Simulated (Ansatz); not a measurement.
# SiO− (doublet): from Hartree-Fock to the top rungs, aug-cc-pVDZ

The task here is to estimate one member of a computed series from the others.

Method: aug-cc-pVDZ, core rule «outside noble gas», up to 6 orbitals frozen; program: Ansatz 0.2.0, Gaussian basis.

To be run: UHF; CCSD(T) on ROHF; CCSD(T) on UHF; BCCD(T) on ROHF; CISD; CCSDT(Q) on ROHF; CCSDT(Q) on UHF; CASSCF and MRCISD+Q, 11 electrons in 8 orbitals; CASSCF and NEVPT2, 11 electrons in 8 orbitals.

14 further runs of the same task are left out: 4 that didn't finish, 10 set aside as unsound or not needed.

**The system**

The geometry is a PBE0/def2-TZVPD stationary point (not a proven minimum).

2 atoms, charge -1, spin multiplicity 2.

Atoms are counted from 1 here; the program's logs count them from 0.

Bond lengths: Si1–O2 1.561 Å.

Set-up of the first run:

The input, in.yaml:

```yaml
crystal:
  periodic: [false, false, false]
  atoms:
    - {symbol: Si, position_ang: [0.000000, 0.000000, 0.000000]}
    - {symbol: O, position_ang: [0.000000, 0.000000, 1.560700]}
basis:
  gaussian: {orbitals: aug-cc-pVDZ}
total_charge: -1
magnetization: {spin_polarized: true, initial_magnetization: 1}
hamiltonian: {xc: hf}
output: {orbitals: {seedname: orbitals}}
```

Run with:

```
> ansatz run in.yaml --threads 1 --pin off --events-out ev --progress --plain --max-ram 2393MiB
```

Steps of the session up to this table: UHF; CCSD(T) on ROHF; CCSD(T) on UHF; BCCD(T) on ROHF; CISD; CCSDT(Q) on ROHF; CCSDT(Q) on UHF; CASSCF and MRCISD+Q, 11 electrons in 8 orbitals; CASSCF and NEVPT2, 11 electrons in 8 orbitals.

One of the session's tables, all rows but one given; the rest of the session is left out.

| method | from UCCSDT(Q) (kcal/mol) |
| --- | --- |
| ROHF | +200.28 |
| UHF | +198.36 |
| RMP2 | +13.45 |
| UMP2 | +14.18 |
| CISD | +26.32 |
| RCCSD | +10.03 |
| UCCSD | +9.95 |
| RCCSD(T) | +1.41 |
| UCCSD(T) | +1.44 |
| BCCD(T) | +1.25 |
| RCCSDT | +0.97 |
| UCCSDT | +0.96 |
| RCCSDT(Q) | +0.30 |
| UCCSDT(Q) | 0 |
| CASSCF valence | ? |
| NEVPT2 valence | +34.27 |
| MRCISD valence | +16.22 |
| MRCISD+Q valence | +2.92 |

Q: Estimate the row for CASSCF valence from the others.

The run gave: from UCCSDT(Q) (kcal/mol): +154.99. In the column «from UCCSDT(Q) (kcal/mol)» it lies between NEVPT2 valence (+34.27) and UHF (+198.36).

Among the levels timed on like hardware and quicker than the yardstick, those that no quicker one beats, quickest first: NEVPT2 valence (2.5 s, +34.27 kcal/mol); MRCISD+Q valence (3.6 s, +2.92 kcal/mol); BCCD(T) (6 s, +1.25 kcal/mol).

Limits of these values: Of the multireference levels listed MRCISD+Q valence comes nearest in total energy (+2.92 kcal/mol), which doesn't show that its space is the better one. Restricted and unrestricted rows rest on different reference determinants; where their highest levels disagree by more than a few hundredths of an eV, they describe different states and don't form one ladder.
